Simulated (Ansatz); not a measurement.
# H₃O+ (singlet): from Hartree-Fock to the top rungs at distance O1–H4 = 0.861 Å, 6-31G

Aim: climb from Hartree-Fock through coupled cluster and multireference methods for H₃O+ (singlet) at one geometry and basis, and see what each rung misses.

The runs use Ansatz 0.2.0, Gaussian basis; 6-31G, core rule «outside noble gas», up to 1 orbitals frozen.

Plan: UHF; CCSD(T) on RHF; BCCD(T) on RHF; CISD; CCSDT(Q) on RHF; CISDTQ; CCSDTQ on RHF; CASSCF and MRCISD+Q, 2 electrons in 2 orbitals; CASSCF and NEVPT2, 2 electrons in 2 orbitals; CASSCF and MRCISD+Q, 8 electrons in 7 orbitals; CASSCF and NEVPT2, 8 electrons in 7 orbitals; Full CI.

22 further runs of the same task are left out: 2 for a known fault of the program, 11 that didn't finish, 9 set aside as unsound or not needed.

## 1. The system

The geometry derives from a PBE0/def2-TZVP stationary point (not a proven minimum). One bond is set to the value named and the two fragments are kept rigid.

4 atoms, charge 1, spin multiplicity 1.

Atoms are counted from 1 here; the program's logs count them from 0.

Bond lengths: O1–H2 0.978 Å, O1–H3 0.978 Å, O1–H4 0.861 Å. Angles: H2–O1–H3 113.0°, H2–O1–H4 113.0°, H3–O1–H4 113.0°.

## 2. UHF

Contents of in.yaml:

```yaml
crystal:
  periodic: [false, false, false]
  atoms:
    - {symbol: O, position_ang: [-0.002764, -0.005321, -0.040246]}
    - {symbol: H, position_ang: [0.938110, 0.008952, 0.226982]}
    - {symbol: H, position_ang: [-0.486466, 0.804204, 0.219677]}
    - {symbol: H, position_ang: [-0.407769, -0.728692, 0.192188]}
basis:
  gaussian: {orbitals: 6-31G}
total_charge: 1
magnetization: {spin_polarized: true, initial_magnetization: 0}
hamiltonian: {xc: hf}
output: {orbitals: {seedname: orbitals}}
```

Run with:

```console
$ ansatz run in.yaml --threads 1 --pin off --events-out ev --progress --plain --max-ram 2393MiB
```

Further steps of the session: CCSD(T) on RHF; BCCD(T) on RHF; CISD; CCSDT(Q) on RHF; CISDTQ; CCSDTQ on RHF; CASSCF and MRCISD+Q, 2 electrons in 2 orbitals; CASSCF and NEVPT2, 2 electrons in 2 orbitals; CASSCF and MRCISD+Q, 8 electrons in 7 orbitals; CASSCF and NEVPT2, 8 electrons in 7 orbitals; Full CI.

**Question.** What will the summary of the whole plan be? Wanted: FCI below the RHF energy; RMP2 from FCI; RCCSD from FCI; RCCSD(T) from FCI; RCCSDT(Q) from FCI; NEVPT2 pair from FCI; MRCISD+Q pair from FCI; NEVPT2 valence from FCI; T1 diagnostic.

The runs gave:

```
                         quantity                                                                                                          value
         FCI below the RHF energy                                                                                                     -3.6458 eV
                    RMP2 from FCI                                                                                                     +257.2 meV
                   RCCSD from FCI                                                                                                      +37.5 meV
                RCCSD(T) from FCI                                                                                                      +12.0 meV
               RCCSDT(Q) from FCI                                                                                                       -0.2 meV
             NEVPT2 pair from FCI                                                                                                     +177.6 meV
           MRCISD+Q pair from FCI                                                                                                      +29.5 meV
          NEVPT2 valence from FCI                                                                                                     +244.1 meV
levels within 1 kcal/mol (43 meV)  RCCSD, RCCSD(T), BCCD(T), RCCSDT, CISDTQ, RCCSDT(Q), RCCSDTQ, MRCISD+Q pair, MRCISD valence, MRCISD+Q valence
                    T1 diagnostic                                                                                                          0.007
   effectively unpaired electrons                                                                                                           0.01
```

**Reading.** RCCSD(T) lands +12.0 meV from the yardstick (0.3 % of the correlation energy). One determinant dominates. Of the multireference levels listed MRCISD+Q valence comes nearest in total energy (+4.2 meV), which doesn't show that its space is the better one. These misses are within one basis, not against nature.
